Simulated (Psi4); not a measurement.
# B3LYP/6-31G(d) (spherical functions) run of COF2 (carbonyl fluoride), part 2 of 2

Psi4 1.11.

### Step 3. The doublet anion: energy and forces at UB3LYP/6-31G(d) (spherical functions)

The input, job.in:

```
memory 2200 mb

molecule mol {
  -1 2
  O     -1.242660    -0.157400     0.153910
  C     -0.091830    -0.011630     0.011370
  F      0.845490    -0.826670     0.424670
  F      0.488990     0.995700    -0.589960
  units angstrom
  symmetry c1
  no_reorient
  no_com
}

set {
  basis                6-31G*
  reference            uks
  puream               true
  e_convergence        1e-09
  d_convergence        1e-08
  scf_type             pk
  dft_radial_points    99
  dft_spherical_points 590
  maxiter              100
}

E = gradient('b3lyp')
```

Started as:

```bash
$ psi4 -n 1 job.in job.out
```

job.out:

```text
Psi4 1.11 release

gradient() will perform analytic gradient computation.

   => Loading Basis Set <=

    Name: 6-31G*
    Role: ORBITAL
    Keyword: BASIS

         ---------------------------------------------------------
                                   SCF
                              UKS Reference
                        1 Threads,   2098 MiB Core
         ---------------------------------------------------------

  ==> Geometry <==

    Molecular point group: c1
    Full point group: C1

    Geometry (in Angstrom), charge = -1, multiplicity = 2:

       Center              X                  Y                   Z               Mass
    ------------   -----------------  -----------------  -----------------  -----------------
         O           -1.242660000000    -0.157400000000     0.153910000000    15.994914619570
         C           -0.091830000000    -0.011630000000     0.011370000000    12.000000000000
         F            0.845490000000    -0.826670000000     0.424670000000    18.998403162730
         F            0.488990000000     0.995700000000    -0.589960000000    18.998403162730

  Running in c1 symmetry.

  Rotational constants: A =      0.39634  B =      0.39180  C =      0.19703 [cm^-1]
  Rotational constants: A =  11881.87358  B =  11745.78995  C =   5906.71994 [MHz]
  Nuclear repulsion =  120.136422940772263

  Charge       = -1
  Multiplicity = 2
  Electrons    = 33
  Nalpha       = 17
  Nbeta        = 16

  ==> Algorithm <==

  SCF Algorithm Type is PK.
  DIIS enabled.
  MOM disabled.
  Fractional occupation disabled.
  Guess Type is SAD.
  Energy threshold   = 1.00e-09
  Density threshold  = 1.00e-08
  Integral threshold = 1.00e-12

  ==> Primary Basis <==

  Basis Set: 6-31G*
    Blend: 6-31G*
    Number of shells: 24
    Number of basis functions: 56
    Number of Cartesian functions: 60
    Spherical Harmonics?: true
    Max angular momentum: 2

  ==> DFT Potential <==

   => LibXC <=

    Version 7.1.2

   => Composite Functional: B3LYP <=

    B3LYP Hyb-GGA Exchange-Correlation Functional

    Deriv               =              1
    GGA                 =           TRUE
    Meta                =          FALSE

    Exchange Hybrid     =           TRUE
    MP2 Hybrid          =          FALSE

   => Exchange Functionals <=

    0.0800   Slater exchange
    0.7200         Becke 88

   => Exact (HF) Exchange <=

    0.2000               HF

   => Correlation Functionals <=

    0.1900   Vosko, Wilk & Nusair (VWN5_RPA)
    0.8100   Lee, Yang & Parr

   => LibXC Density Thresholds  <==

    XC_HYB_GGA_XC_B3LYP:  1.00E-15

   => Molecular Quadrature <=

    Radial Scheme          =       TREUTLER
    Pruning Scheme         =           NONE
    Nuclear Scheme         =       TREUTLER

    Blocking Scheme        =         OCTREE
    BS radius alpha        =              1
    Pruning alpha          =              1
    Radial Points          =             99
    Spherical Points       =            590
    Total Points           =         222126
    Total Blocks           =           1688
    Max Points             =            256
    Max Functions          =             55
    Weights Tolerance      =       1.00E-15

  ==> Integral Setup <==

  Using in-core PK algorithm.
   Calculation information:
      Number of atoms:                   4
      Number of AO shells:              24
      Number of primitives:             60
      Number of atomic orbitals:        60
      Number of basis functions:        56

      Integral cutoff                 1.00e-12
      Number of threads:                 1

  Performing in-core PK
  Using 2548812 doubles for integral storage.
  We computed 43992 shell quartets total.
  Whereas there are 45150 unique shell quartets.

  ==> DiskJK: Disk-Based J/K Matrices <==

    J tasked:                  Yes
    K tasked:                  Yes
    wK tasked:                  No
    Memory [MiB]:             1242
    Schwarz Cutoff:          1E-12

  Cached 100.0% of DFT collocation blocks in 0.323 [GiB].

  Minimum eigenvalue in the overlap matrix is 1.0977723978E-02.
  Reciprocal condition number of the overlap matrix is 2.9502302229E-03.
    Using symmetric orthogonalization.

  ==> Pre-Iterations <==

  SCF Guess: Superposition of Atomic Densities via on-the-fly atomic UHF (no occupation information).

   -------------------------
    Irrep   Nso     Nmo
   -------------------------
     A         56      56
   -------------------------
    Total      56      56
   -------------------------

  ==> Iterations <==

                        Total Energy        Delta E     RMS |[F,P]|

   @UKS iter SAD:  -312.78899501859138   -3.12789e+02   0.00000e+00
   @UKS iter   1:  -312.67515175732962    1.13843e-01   1.34340e-02 DIIS/ADIIS
   @UKS iter   2:  -312.50717785021391    1.67974e-01   1.80348e-02 DIIS/ADIIS
   @UKS iter   3:  -312.87646491028636   -3.69287e-01   2.71950e-03 DIIS/ADIIS
   @UKS iter   4:  -312.88462002759724   -8.15512e-03   5.11378e-04 DIIS/ADIIS
   @UKS iter   5:  -312.88480469891158   -1.84671e-04   2.52071e-04 DIIS/ADIIS
   @UKS iter   6:  -312.88487626133650   -7.15624e-05   2.53802e-05 DIIS
   @UKS iter   7:  -312.88487738544546   -1.12411e-06   4.59877e-06 DIIS
   @UKS iter   8:  -312.88487745156328   -6.61178e-08   6.92866e-07 DIIS
   @UKS iter   9:  -312.88487745286392   -1.30063e-09   1.73642e-07 DIIS
   @UKS iter  10:  -312.88487745292383   -5.99130e-11   3.38012e-08 DIIS
   @UKS iter  11:  -312.88487745292673   -2.89901e-12   7.53761e-09 DIIS
  Energy and wave function converged.

  ==> Post-Iterations <==

   Electrons on quadrature grid:
      Nalpha   =   17.0000001368 ; deviation = 1.368e-07
      Nbeta    =   16.0000001295 ; deviation = 1.295e-07
      Ntotal   =   33.0000002663 ; deviation = 2.663e-07

   @Spin Contamination Metric:   2.840219237E-03
   @S^2 Expected:                7.500000000E-01
   @S^2 Observed:                7.528402192E-01
   @S   Expected:                5.000000000E-01
   @S   Observed:                5.000000000E-01

    Orbital Energies [Eh]
    ---------------------

    Alpha Occupied:

       1A    -24.426589     2A    -24.426560     3A    -18.796374
       4A     -9.997094     5A     -0.998899     6A     -0.932212
       7A     -0.736637     8A     -0.363097     9A     -0.288331
      10A     -0.250409    11A     -0.210409    12A     -0.161515
      13A     -0.134945    14A     -0.126844    15A     -0.063525
      16A     -0.000305    17A      0.248016

    Alpha Virtual:

      18A      0.419574    19A      0.602893    20A      0.646416
      21A      0.766773    22A      0.788870    23A      0.795221
      24A      1.018787    25A      1.155982    26A      1.254607
      27A      1.291924    28A      1.401715    29A      1.434137
      30A      1.447500    31A      1.530341    32A      1.571289
      33A      1.607687    34A      1.688162    35A      1.722318
      36A      1.797455    37A      1.945934    38A      2.020586
      39A      2.066351    40A      2.075542    41A      2.114291
      42A      2.119878    43A      2.194444    44A      2.222635
      45A      2.267076    46A      2.327856    47A      2.380082
      48A      2.460259    49A      2.530574    50A      2.876966
      51A      3.060247    52A      3.143546    53A      3.204663
      54A      3.353301    55A      3.455454    56A      3.506974

    Beta Occupied:

       1A    -24.424257     2A    -24.424227     3A    -18.788235
       4A     -9.984181     5A     -0.991233     6A     -0.927547
       7A     -0.721293     8A     -0.350128     9A     -0.283870
      10A     -0.221055    11A     -0.204066    12A     -0.146313
      13A     -0.133543    14A     -0.116418    15A     -0.015784
      16A      0.006088

    Beta Virtual:

      17A      0.391042    18A      0.454042    19A      0.613392
      20A      0.651358    21A      0.802154    22A      0.808296
      23A      0.812093    24A      1.037948    25A      1.161753
      26A      1.283486    27A      1.296155    28A      1.403942
      29A      1.447257    30A      1.449364    31A      1.532549
      32A      1.585491    33A      1.608423    34A      1.709689
      35A      1.744607    36A      1.812558    37A      1.949560
      38A      2.023711    39A      2.079252    40A      2.079498
      41A      2.122116    42A      2.129410    43A      2.205261
      44A      2.224201    45A      2.269348    46A      2.332704
      47A      2.381050    48A      2.480064    49A      2.576966
      50A      2.907686    51A      3.097818    52A      3.149268
      53A      3.214547    54A      3.361484    55A      3.463737
      56A      3.513515

    Final Occupation by Irrep:
              A
    DOCC [    16 ]
    SOCC [     1 ]
    NA   [    17 ]
    NB   [    16 ]

  @UKS Final Energy:  -312.88487745292673

   => Energetics <=

    Nuclear Repulsion Energy =            120.1364229407722632
    One-Electron Energy =                -682.1007558332223653
    Two-Electron Energy =                 277.7322572877735638
    DFT Exchange-Correlation Energy =     -28.6528018482501956
    Empirical Dispersion Energy =           0.0000000000000000
    VV10 Nonlocal Energy =                  0.0000000000000000
    Total Energy =                       -312.8848774529267303

  UHF NO Occupations:
  HONO-2 :   15  A 1.9994054
  HONO-1 :   16  A 1.9993978
  HONO-0 :   17  A 1.0000000
  LUNO+0 :   18  A 0.0006022
  LUNO+1 :   19  A 0.0005946
  LUNO+2 :   20  A 0.0000655
  LUNO+3 :   21  A 0.0000608

Computation Completed

Properties will be evaluated at   0.000000,   0.000000,   0.000000 [a0]

Properties computed using the SCF density matrix

 Multipole Moments:

 ------------------------------------------------------------------------------------
     Multipole            Electronic (a.u.)      Nuclear  (a.u.)        Total (a.u.)
 ------------------------------------------------------------------------------------

 L = 1.  Multiply by 2.5417464519 to convert [e a0] to [Debye]
 Dipole X            :         -1.9566774            2.8687176            0.9120403
 Dipole Y            :         -0.2478452            0.3633754            0.1155302
 Dipole Z            :          0.2425154           -0.3554764           -0.1129610
 Magnitude           :                                                    0.9262423

 ------------------------------------------------------------------------------------

	total time  =         11 seconds =       0.18 minutes

         ------------------------------------------------------------
                                   SCF GRAD
         ------------------------------------------------------------

  ==> Geometry <==

    Molecular point group: c1
    Full point group: C1

    Geometry (in Angstrom), charge = -1, multiplicity = 2:

       Center              X                  Y                   Z               Mass
    ------------   -----------------  -----------------  -----------------  -----------------
         O           -1.242660000000    -0.157400000000     0.153910000000    15.994914619570
         C           -0.091830000000    -0.011630000000     0.011370000000    12.000000000000
         F            0.845490000000    -0.826670000000     0.424670000000    18.998403162730
         F            0.488990000000     0.995700000000    -0.589960000000    18.998403162730

  Nuclear repulsion =  120.136422940772263

  ==> Basis Set <==

  Basis Set: 6-31G*
    Blend: 6-31G*
    Number of shells: 24
    Number of basis functions: 56
    Number of Cartesian functions: 60
    Spherical Harmonics?: true
    Max angular momentum: 2

  ==> DirectJKGrad: Integral-Direct SCF Gradients <==

    Gradient:                    1
    J tasked:                  Yes
    K tasked:                  Yes
    wK tasked:                  No
    Integrals threads:           1
    Schwarz Cutoff:          1E-12

  ==> DFT Potential <==

   => LibXC <=

    Version 7.1.2

   => Composite Functional: B3LYP <=

    B3LYP Hyb-GGA Exchange-Correlation Functional

    Deriv               =              1
    GGA                 =           TRUE
    Meta                =          FALSE

    Exchange Hybrid     =           TRUE
    MP2 Hybrid          =          FALSE

   => Exchange Functionals <=

    0.0800   Slater exchange
    0.7200         Becke 88

   => Exact (HF) Exchange <=

    0.2000               HF

   => Correlation Functionals <=

    0.1900   Vosko, Wilk & Nusair (VWN5_RPA)
    0.8100   Lee, Yang & Parr

   => LibXC Density Thresholds  <==

    XC_HYB_GGA_XC_B3LYP:  1.00E-15

   => Molecular Quadrature <=

    Radial Scheme          =       TREUTLER
    Pruning Scheme         =           NONE
    Nuclear Scheme         =       TREUTLER

    Blocking Scheme        =         OCTREE
    BS radius alpha        =              1
    Pruning alpha          =              1
    Radial Points          =             99
    Spherical Points       =            590
    Total Points           =         222126
    Total Blocks           =           1688
    Max Points             =            256
    Max Functions          =             55
    Weights Tolerance      =       1.00E-15

  -Total Gradient:
     Atom            X                  Y                   Z
    ------   -----------------  -----------------  -----------------
       1        0.211333021115     0.026768291374    -0.026175513108
       2       -0.088898967595    -0.011257049150     0.011009769423
       3       -0.075239737998     0.063935247908    -0.032332114744
       4       -0.047193491389    -0.079446396763     0.047497762879

	total time  =          2 seconds =       0.03 minutes

    Psi4 run time: 0:00:13.00
```

Run time: 14 s. Hardware: 1 thread of Intel Xeon Platinum 8259CL at 2.50GHz (Skylake/Cascade Lake), shared host; peak memory 0.57 GiB.

### Step 4. Summary of results

What follows sums up all 2 parts.

Level: B3LYP/6-31G* (spherical functions).

| quantity | value |
| --- | --- |
| singlet COF2: total energy | -313.00322 Eh |
| singlet COF2: dipole moment | 1.18 D |
| singlet COF2: HOMO energy | -9.57 eV |
| singlet COF2: LUMO energy | -0.26 eV |
| singlet COF2: HOMO–LUMO gap | 9.32 eV |
| doublet anion: total energy | -312.88488 Eh |
| doublet anion: HOMO energy (highest over α and β) | 6.75 eV |
| doublet anion: LUMO energy (lowest over α and β) | 10.64 eV |
| doublet anion: ⟨S²⟩ | 0.753 |
| doublet anion: largest force on an atom | 11.036 eV/Å |
| vertical electron affinity (to the doublet anion) | -3.220 eV |

The anion lies 3.22 eV (311 kJ/mol) above the neutral: the electron isn't bound at this level, and such a value depends on the basis. Without diffuse functions anions come out too high. At B3LYP/6-31G*: Experiment gives 0.95 D for the dipole moment (NIST CCCBDB), so the computed value is 0.23 D (24 %) too high. The HOMO (doublet anion) lies at positive energy, 6.75 eV; only total energies tell whether the electron is bound.
